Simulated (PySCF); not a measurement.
Compound: C₄H₄S₂.
Z-matrix (Å and degrees, PBE0-D3(BJ)/def2-SVP geometry), rows numbered from 1:
```
S 
C   1  1.7560
C   2  1.3746  1  125.64
C   3  1.4238  2  112.39  1  -179.71
C   4  1.3677  3  113.06  2    -0.02
S   5  1.7224  4  111.30  3     0.07
H   1  1.3492  2   96.52  3  -178.76
H   3  1.0907  2  123.27  1     0.30
H   4  1.0909  3  123.73  2  -179.95
H   5  1.0888  4  128.71  3  -179.85
```

Level: wB97X-D/def2-SVPD in PySCF, non-relativistic, on one gas-phase PBE0-D3(BJ)/def2-SVP geometry that isn't relaxed in the solvent. The solvent is an IEF-PCM continuum (Bondi radii, 1.10 Å for H, scaled by 1.2). Specific hydrogen bonds and non-electrostatic terms are outside this model.

Gas phase at wB97X-D/def2-SVPD: HOMO -7.96 eV, LUMO 1.03 eV, dipole 0.84 D.

Q: What does the continuum do to the energy, the frontier levels and the dipole at wB97X-D/def2-SVPD in chloroform and dimethylsulfoxide?

A: 
```csv
solvent,ε,E(solvent) − E(gas) (kcal/mol),polarisation term (kcal/mol),distortion of the solute (kcal/mol),HOMO (eV),LUMO (eV),dipole (D)
chloroform,4.711,-3.16,-3.45,0.29,-7.95,1.06,1.04
dimethylsulfoxide,46.83,-4.58,-5.21,0.63,-7.97,1.04,1.13
```

The polarisation term is half the interaction of the solute with the surface charges that it induces; the rest is the cost of distorting the solute's density. The sum is the electrostatic part of solvation alone. From chloroform to dimethylsulfoxide the lowering changes by a factor 1.45, Onsager's factor (ε − 1)/(2ε + 1) by 1.36 and ε itself by 9.9.

Q: How does the static polarisability (wB97X-D/def2-SVPD, frozen core, with the continuum's full static response) change?

A: 
```
           medium  isotropic (au)  principal values (au)  ⟨r²⟩ of the electrons (bohr²)
              gas            84.3      55.9, 86.9, 110.2                          818.1
       chloroform           109.1     71.7, 114.3, 141.3                          817.4
dimethylsulfoxide           121.8     82.2, 128.3, 154.9                          817.1
```

The isotropic value in dimethylsulfoxide is 1.44 times the gas-phase one; no cavity-field correction is applied. ⟨r²⟩ is taken about the centre of nuclear charge.

wB97X-D is run here without its empirical dispersion term; that term would change no orbital, density or response property at a fixed geometry.
